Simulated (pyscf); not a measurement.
**Four-centre exchange: PH₃ (SMILES P) + HO–SiH₃ (SMILES O[SiH3]) -> HO–SiH₂–PH₂ (SMILES O[SiH2]P) + H₂ (SMILES [H][H])**

Gas phase, singlet surface, charge 0. Bonds broken: P1–H2, Si6–H8. Bonds formed: P1–Si6, H2–H8. PySCF, gas phase, ωB97X-D3(BJ)/def2-SVP geometries.

Transition state (Å):

```xyz
10

P     -1.7248    -0.7905    -0.3830
H     -2.4253     0.3478     0.3526
H     -2.1906    -0.3498    -1.6408
H     -1.7719    -2.2109    -0.6395
O      1.3830    -0.2544    -0.2880
Si     0.0230     0.6975     0.0312
H      1.4794    -1.0409     0.2589
H     -1.7124     1.3336     0.0789
H      0.3737     1.8557    -0.8322
H     -0.0627     0.8801     1.5110
```

One imaginary mode, 1611i cm⁻¹; descent along it reached the two sides named, in the forms told below.

```csv
bond,change,reactant side (Å),saddle,product side
P1–H2,breaks,1.421,1.526,3.2
Si6–H8,breaks,1.498,1.849,3.4
P1–Si6,forms,3.7,2.332,2.252
H2–H8,forms,3.4,1.247,0.761
```

Electronic energies relative to the separated reactants (eV):

```csv
level,barrier,reaction energy,reverse barrier
ωB97X-D3(BJ)/def2-TZVP,2.41,-0.14,2.55
PBE/def2-TZVP,2.05,-0.08,2.13
r²SCAN/def2-TZVP,2.20,-0.08,2.28
B3LYP-D3(BJ)/def2-TZVP,2.43,-0.02,2.44
PBE0-D3(BJ)/def2-TZVP,2.18,-0.08,2.27
M06-2X/def2-TZVP,2.58,-0.03,2.61
ωB97M-D3(BJ)/def2-TZVP,2.55,+0.02,2.53
HF/def2-TZVP,3.60,+0.29,3.30
```

With ωB97M-D3(BJ)/def2-TZVP energies and thermal terms (ideal gas, 1 atm, RRHO with modes under 100 cm⁻¹ raised to 100, one conformer, R ln 2 for chiral ones without a mode under 150 cm⁻¹), in eV:

```
T (K)   ΔH‡   ΔG‡     ΔH     ΔG
-----  ----  ----  -----  -----
298    2.49  2.95  -0.04  +0.04
600    2.52  3.41  +0.02  +0.10
900    2.55  3.85  +0.07  +0.13
1200   2.59  4.28  +0.09  +0.15
```

On the reactant side the descent ends in a complex, 0.18 eV under the separated species and 2.59 eV under the saddle at ωB97X-D3(BJ)/def2-TZVP. This is the saddle that the search found; another between the same sides may lie lower.
